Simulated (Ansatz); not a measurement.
# H₃O₂ (doublet): wave-function methods side by side at distance O1–H3 along a hydrogen transfer = 0.892 Å, cc-pVDZ

How much of the correlation energy of H₃O₂ (doublet) does each wave-function method recover here?

Computed with Ansatz 0.2.0, Gaussian basis. Level: cc-pVDZ, core rule «outside noble gas», up to 2 orbitals frozen.

Plan: UHF; CCSD(T) on ROHF; CCSD(T) on UHF; BCCD(T) on ROHF; CISD; CCSDT(Q) on ROHF; CCSDT(Q) on UHF; CASSCF and MRCISD+Q, 3 electrons in 3 orbitals; CASSCF and NEVPT2, 3 electrons in 3 orbitals; CASSCF and NEVPT2, 15 electrons in 11 orbitals.

17 further runs of the same task are left out: 2 for a mislabelled method, 13 that didn't finish, 2 set aside as unsound or not needed.

### 1 The geometry

The geometry derives from fragments relaxed apart (PBE0/def2-TZVP) and kept rigid, so it is no stationary point. A hydrogen atom is moved between rigid fragments.

5 atoms, charge 0, spin multiplicity 2.

Atoms are counted from 1 here; the program's logs count them from 0.

Bond lengths: O1–H2 0.960 Å, O1–H3 0.892 Å, O4–H5 0.973 Å. Angles: H2–O1–H3 105.1°.

### 2 UHF

File in.yaml:

```yaml
crystal:
  periodic: [false, false, false]
  atoms:
    - {symbol: O, position_ang: [-1.099915, 0.000385, 0.000000]}
    - {symbol: H, position_ang: [-1.349224, 0.926961, 0.000000]}
    - {symbol: H, position_ang: [-0.207915, 0.000385, 0.000000]}
    - {symbol: O, position_ang: [1.112085, 0.000385, 0.000000]}
    - {symbol: H, position_ang: [1.363944, -0.939565, 0.000000]}
basis:
  gaussian: {orbitals: cc-pVDZ}
magnetization: {spin_polarized: true, initial_magnetization: 1}
hamiltonian: {xc: hf}
output: {orbitals: {seedname: orbitals}}
```

On the command line:

```sh
$ ansatz run in.yaml --threads 1 --pin off --events-out ev --progress --plain --max-ram 2393MiB
```

Further steps of the session: CCSD(T) on ROHF; CCSD(T) on UHF; BCCD(T) on ROHF; CISD; CCSDT(Q) on ROHF; CCSDT(Q) on UHF; CASSCF and MRCISD+Q, 3 electrons in 3 orbitals; CASSCF and NEVPT2, 3 electrons in 3 orbitals; CASSCF and NEVPT2, 15 electrons in 11 orbitals.

**Question.** What will the summary of the whole plan be? Wanted: UCCSDT(Q) below the RHF energy; RMP2 from UCCSDT(Q); UMP2 from UCCSDT(Q); RCCSD from UCCSDT(Q); RCCSD(T) from UCCSDT(Q); UCCSD(T) from UCCSDT(Q); RCCSDT(Q) from UCCSDT(Q); NEVPT2 pair from UCCSDT(Q); NEVPT2 valence from UCCSDT(Q).

The runs gave:

| quantity | value |
| --- | --- |
| UCCSDT(Q) below the RHF energy | -10.7511 eV |
| RMP2 from UCCSDT(Q) | +81.3 kJ/mol |
| UMP2 from UCCSDT(Q) | +81.4 kJ/mol |
| RCCSD from UCCSDT(Q) | +19.0 kJ/mol |
| RCCSD(T) from UCCSDT(Q) | +3.2 kJ/mol |
| UCCSD(T) from UCCSDT(Q) | +3.1 kJ/mol |
| RCCSDT(Q) from UCCSDT(Q) | +0.1 kJ/mol |
| NEVPT2 pair from UCCSDT(Q) | +77.1 kJ/mol |
| NEVPT2 valence from UCCSDT(Q) | +123.3 kJ/mol |
| levels within 1 kcal/mol (43 meV) | RCCSD(T), UCCSD(T), BCCD(T), RCCSDT, UCCSDT, RCCSDT(Q) |
| T1 diagnostic | 0.020 |
| effectively unpaired electrons | 1.01 |

In words: RCCSD(T) misses by +3.2 kJ/mol, 0.3 % of the correlation energy. One determinant dominates. Of the multireference levels listed NEVPT2 pair comes nearest in total energy (+77.1 kJ/mol), which doesn't show that its space is the better one. These misses are within one basis, not against nature; the frozen cores of restricted and unrestricted runs differ, which can shift their rows.
